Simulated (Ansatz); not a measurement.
Species, as SMILES: C=O (CH2-O).
Atoms: O1, C2, H3, H4. Bonds: O1-C2, C2-H3, C2-H4.

Basis-set convergence of the optimised C2-H3 bond length at MP2 with Ansatz (an electronic-structure program). The reference of a correlated method is not its basis-set limit, which lies further on. All functions are spherical. Cores are frozen. No added dispersion term, no relativity. Reference: the value in def2-QZVPPD, 1.0991 Å, itself unsure by roughly 0.0006 Å (its mean distance from pcseg-3, def2-QZVPP, cc-pVQZ). Deviations are taken from unrounded values. Cost is core time over that of cc-pVTZ, rough, on shared machines of one kind; a dash marks a row that isn't timed (too short, read off another run, short of memory, by another algorithm or on other hardware). It counts the whole optimisation.

```
basis            functions  cost
---------------  ---------  ----
cc-pVDZ                 38     -
aug-cc-pVDZ             64  0.7×
cc-pVTZ                 88    1×
jun-cc-pV(T+d)Z        106    2×
aug-cc-pVTZ            138    3×
cc-pVQZ                170    8×
```

Q: Which is the smallest correlation-consistent set listed that can be trusted to 0.01 Å here, that is, within that of the reference together with its larger relatives (same family, alike in diffuse functions; a set with none to test it counts only in the reference's own line)?

A: The smallest set listed that lies within 0.01 Å of the reference with all its larger relatives (same family, alike in diffuse functions; a set with none counts only in the reference's own line) is cc-pVTZ (88 functions, 1× in cost, 0.0014 Å off). Value minus reference: cc-pVDZ 0.0174, aug-cc-pVDZ 0.0124, cc-pVTZ 0.0014, jun-cc-pV(T+d)Z 0.0009, aug-cc-pVTZ 0.0011, cc-pVQZ 0.0001 Å.
